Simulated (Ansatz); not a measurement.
**C₈H₈: a ladder of functionals and wavefunction methods**

The task here is to estimate one member of a computed series from the others.

Computed with Ansatz 0.2.0, Gaussian basis. Level: functionals in def2-TZVPP, the program's frozen cores in correlated methods.

The runs, in order: LDA (SPW92), PBE-D4, revPBE-D4, BLYP-D4, r2SCAN-D4, B97M-V, PBE0-D4, B3LYP-D4, r2SCANh-D4, r2SCAN0-D4, HSE06-D4, BHLYP-D4, CAM-B3LYP-D4, LC-ωPBE, ωB97X-V, ωB97M-V, B2PLYP, PBE-QIDH; CCSD(T)/def2-SVP; CCSD(T)/def2-TZVPP; MP2/def2-QZVPP; extrapolation to the limit; RPA on PBE.

## The relaxed structure

All runs share one geometry, relaxed beforehand with PBE0-D4 in a triple-zeta def2 set.

16 atoms, charge 0, spin multiplicity 1.

Atoms are counted from 1 here; the program's logs count them from 0.

Bond lengths: C1–C2 1.558 Å, C1–C4 1.558 Å, C1–C6 1.558 Å, C1–H9 1.088 Å, C2–C3 1.558 Å, C2–C7 1.558 Å, C2–H10 1.088 Å, C3–C4 1.558 Å, C3–C8 1.558 Å, C3–H11 1.088 Å, C4–C5 1.558 Å, C4–H12 1.088 Å, C5–C6 1.558 Å, C5–C8 1.558 Å, C5–H13 1.088 Å, C6–C7 1.558 Å, C6–H14 1.088 Å, C7–C8 1.558 Å and more. Angles: C2–C1–C4 90.0°, C2–C1–C6 90.0°, C2–C1–H9 125.3°, C4–C1–C6 90.0°, C4–C1–H9 125.3°, C6–C1–H9 125.3°, C1–C2–C3 90.0°, C1–C2–C7 90.0°, C1–C2–H10 125.3°, C3–C2–C7 90.0°, C3–C2–H10 125.3°, C7–C2–H10 125.3°, C2–C3–C4 90.0°, C2–C3–C8 90.0°, C2–C3–H11 125.3°, C4–C3–C8 90.0°, C4–C3–H11 125.3°, C8–C3–H11 125.3° and more.

Set-up of the first run:

The input, in.yaml:

```yaml
crystal:
  periodic: [false, false, false]
  atoms:
    - {symbol: C, position_ang: [0.161131, -0.047713, -1.336241]}
    - {symbol: C, position_ang: [-0.652160, -1.075058, -0.492550]}
    - {symbol: C, position_ang: [0.499694, -1.125855, 0.555945]}
    - {symbol: C, position_ang: [1.312989, -0.098514, -0.287748]}
    - {symbol: C, position_ang: [0.649300, 1.072241, 0.498092]}
    - {symbol: C, position_ang: [-0.502553, 1.123046, -0.550405]}
    - {symbol: C, position_ang: [-1.315853, 0.095702, 0.293279]}
    - {symbol: C, position_ang: [-0.164000, 0.044902, 1.341779]}
    - {symbol: H, position_ang: [0.292226, -0.085058, -2.416138]}
    - {symbol: H, position_ang: [-1.176959, -1.940948, -0.892022]}
    - {symbol: H, position_ang: [0.903839, -2.032714, 1.002074]}
    - {symbol: H, position_ang: [2.373052, -0.176833, -0.522038]}
    - {symbol: H, position_ang: [1.174098, 1.938133, 0.897561]}
    - {symbol: H, position_ang: [-0.906692, 2.029906, -0.996536]}
    - {symbol: H, position_ang: [-2.375915, 0.174014, 0.527574]}
    - {symbol: H, position_ang: [-0.295098, 0.082249, 2.421675]}
basis:
  gaussian: {orbitals: def2-TZVPP}
hamiltonian: {xc: lda}
output: {orbitals: {seedname: orbitals}}
```

Launch:

```bash
ansatz run in.yaml --threads 2 --pin off --events-out ev --progress --plain --max-ram 32768MiB --backend cuda --devices 0, --max-vram 18GiB
```

Among the steps run: LDA; PBE-D4 (GGA); revPBE-D4 (GGA); BLYP-D4 (GGA); r2SCAN-D4 (meta-GGA); B97M-V (meta-GGA); B3LYP-D4 (hybrid); r2SCANh-D4 (hybrid); r2SCAN0-D4 (hybrid); HSE06-D4 (hybrid); BHLYP-D4 (hybrid); CAM-B3LYP-D4 (range-separated); LC-ωPBE (range-separated); ωB97X-V (range-separated); ωB97M-V (range-separated); B2PLYP (double hybrid); PBE-QIDH (double hybrid).

One table of the session follows, with a row left open; its other results are not shown here.

It belongs to the step «Frontier levels by functional». 

```
  functional  HOMO (eV)  LUMO (eV)  gap (eV)
 LDA (SPW92)      -6.15       0.21      6.36
      PBE-D4      -6.06       0.44      6.50
   revPBE-D4      -6.01       0.55      6.57
     BLYP-D4      -5.98       0.54      6.52
   r2SCAN-D4      -6.25       0.83      7.09
      B97M-V          ?          ?         ?
     PBE0-D4      -7.33       1.38      8.71
    B3LYP-D4      -7.16       1.11      8.26
  r2SCANh-D4      -6.73       1.16      7.89
  r2SCAN0-D4      -7.45       1.62      9.08
    HSE06-D4      -6.93       1.00      7.93
    BHLYP-D4      -8.57       2.21     10.78
CAM-B3LYP-D4      -8.73       2.34     11.07
     LC-ωPBE     -10.04       3.62     13.65
     ωB97X-V      -9.70       3.43     13.14
     ωB97M-V      -9.59       3.05     12.65
```

**Question.** Estimate the row for B97M-V.

**Answer.** HOMO (eV): -6.37; LUMO (eV): 0.71; gap (eV): 7.08. In the column «HOMO (eV)» it lies between r2SCANh-D4 (-6.73) and r2SCAN-D4 (-6.25).
